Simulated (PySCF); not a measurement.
Compound: H3SSi (doublet state).
Geometry (GFN2-xTB, Å), atoms numbered from 1 in this order:
```xyz
5
H3SSi angstrom
Si    -0.6732    0.0420   -0.5506
S      1.2124   -0.6627    0.2068
H     -0.8494    1.4398   -0.1899
H     -1.6683   -0.8721   -0.0279
H      1.9872    0.0559   -0.5940
```

Identity: `[SiH2]S` [radical].

Method used: UKS B3LYP, pcH-1 on H S Si, non-relativistic, mean-field spin-orbit, GIAO in PySCF. Geometry: GFN2-xTB, one conformer, isolated molecule. The geometry wasn't refined by DFT: couplings that depend on bond lengths, twists or pyramidal angles can differ widely from those at the functional's own minimum, by a factor of two or more for some ions and for spin on atoms past the first row.

Task: What is the g tensor, term by term?

Result: 
```
                    Δg (ppt)      1      2      3
relativistic mass correction  -0.15  -0.15  -0.15
            gauge correction   0.02   0.04   0.05
   orbital Zeeman/spin–orbit  -0.31   2.12   7.92
                       total  -0.44   2.01   7.83
```

So g = 2.00188, 2.00433, 2.01015 and g_iso = 2.00545; the tensor is rhombic: the two nearest values differ by 30 % of g3 − g1. Axes: g2 points within 12° of the Si1–S2 bond and g3 points within 9° of the Si1–H4 bond.

Task: Average each term over the three axes. Which is largest in size?

Result: The orbital-Zeeman/spin–orbit term 3.24, the mass correction -0.15 and the gauge correction 0.04 ppt, for a total of 3.13 ppt. The orbital-Zeeman/spin–orbit term is the largest in size. The mass correction is the same along every axis, so the anisotropy comes from the other two: their spans along these axes are 0.03 (gauge) and 8.24 ppt (orbital Zeeman/spin–orbit).

Task: What are the electron Larmor frequencies g μB B/h along the three axes at 350 mT?

Result: 9.8066, 9.8186, 9.8471 GHz for g1, g2 and g3, a range of 40.5 MHz.

Task: At 9.737 GHz, how far is the centre of the isotropic spectrum from where a free electron (g = 2.002319) resonates?

Result: B = hν/(g μB) with μB/h = 13.99624 MHz/mT gives 347.44 mT for the free electron and 346.90 mT at g_iso, 0.54 mT lower.

Task: In a frozen sample, at which fields do the three g values resonate at 9.5, 34, 94 and 263 GHz (hyperfine left aside), and which band first spreads them over more than twice a line width of 1.0 mT?

Result: 
```json
{"band": "X", "GHz": "9.5", "B(g3) mT": "337.66", "B(g2) mT": "338.64", "B(g1) mT": "339.06", "spread mT": "1.39"}
{"band": "Q", "GHz": "34.0", "B(g3) mT": "1208.48", "B(g2) mT": "1211.99", "B(g1) mT": "1213.47", "spread mT": "4.99"}
{"band": "W", "GHz": "94.0", "B(g3) mT": "3341.09", "B(g2) mT": "3350.78", "B(g1) mT": "3354.89", "spread mT": "13.80"}
{"band": "J", "GHz": "263.0", "B(g3) mT": "9347.95", "B(g2) mT": "9375.06", "B(g1) mT": "9386.57", "spread mT": "38.62"}
```

The spread grows in proportion to the frequency. Q band is the first where it exceeds 2.0 mT.

The largest Mulliken spin populations are on Si1 (+0.86) and S2 (+0.10). Si1 is the only atom above +0.15. The angles at Si1 add up to 330.8°, so it is pyramidal.

The HOMO–LUMO gaps are 5.70 eV among the α and 4.43 eV among the β orbitals.
